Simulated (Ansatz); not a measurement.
Task: vertical spin-state energies of C₃H₄O₂, SMILES CC(O)=C=O, with Ansatz 0.2.0 through its Python package. Give the script and its output. Level of theory (for the species named): r2scan0, def2-SVPD basis, multiplicity 1.

```xyz
9

C    -0.5677   -0.8007   -0.2883
C     0.2725    0.3550    0.1284
O     1.1672    0.1008    1.1115
C     0.3387    1.5771   -0.3579
O     0.2368    2.6443   -0.8248
H    -1.3050   -0.4242   -1.0920
H     0.0041   -1.5903   -0.6779
H    -1.1735   -1.0957    0.5392
H     1.1154   -0.8125    1.4447
```

`spin_c3h4o2.py`:
```python
'''Vertical spin-state energies of C3H4O2.'''

import ansatz

geometry_ang = [
    ('C', (-0.5677, -0.8007, -0.2883)),
    ('C', (0.2725, 0.355, 0.1284)),
    ('O', (1.1672, 0.1008, 1.1115)),
    ('C', (0.3387, 1.5771, -0.3579)),
    ('O', (0.2368, 2.6443, -0.8248)),
    ('H', (-1.305, -0.4242, -1.092)),
    ('H', (0.0041, -1.5903, -0.6779)),
    ('H', (-1.1735, -1.0957, 0.5392)),
    ('H', (1.1154, -0.8125, 1.4447)),
]
geometry = ansatz.Crystal.molecule()
for symbol, xyz in geometry_ang:
    geometry = geometry.atom(symbol, xyz)

calc = geometry.calculation()
calc = calc.basis(gaussian='def2-SVPD')
calc = calc.functional('r2scan0')
found = {}
for unpaired in [0, 2, 4]:
    report = calc.spin('collinear', total=unpaired).run().report
    s = unpaired / 2
    found[unpaired] = report['free_energy_ev']
    print(f'2S+1 = {unpaired + 1}: E = {found[unpaired]:.5f} eV, <S^2> = {abs(report["mean_field"]["state"]["spin_squared"]):.3f} (pure state {s * (s + 1):.2f})')
lowest = min(found, key=found.get)
for unpaired, e in found.items():
    print(f'multiplicity {unpaired + 1}: {(e - found[lowest]):.3f} eV above the lowest')
```

```console
$ python spin_c3h4o2.py
2S+1 = 1: E = -7258.20385 eV, <S^2> = 0.000 (pure state 0.00)
2S+1 = 3: E = -7256.56369 eV, <S^2> = 2.014 (pure state 2.00)
2S+1 = 5: E = -7247.84743 eV, <S^2> = 6.025 (pure state 6.00)
multiplicity 1: 0.000 eV above the lowest
multiplicity 3: 1.640 eV above the lowest
multiplicity 5: 10.356 eV above the lowest
```

In order: multiplicity 1 (+0.00 eV), multiplicity 3 (+1.64 eV) and multiplicity 5 (+10.36 eV), all at the one geometry.

Reading the output:
- These settings explore the input space; basis and method may be short of convergence.
- The geometry is a force-field or estimated start, not a minimum of this method, and the basis set is short of its limit. All parts are taken at fixed geometry, without zero-point energy.
- Timing: 84 s on 1 thread of Arm Neoverse V1 (shared host), peak memory 0.57 GiB.

(Lines on the test bed's own set-up are left out of the output.)
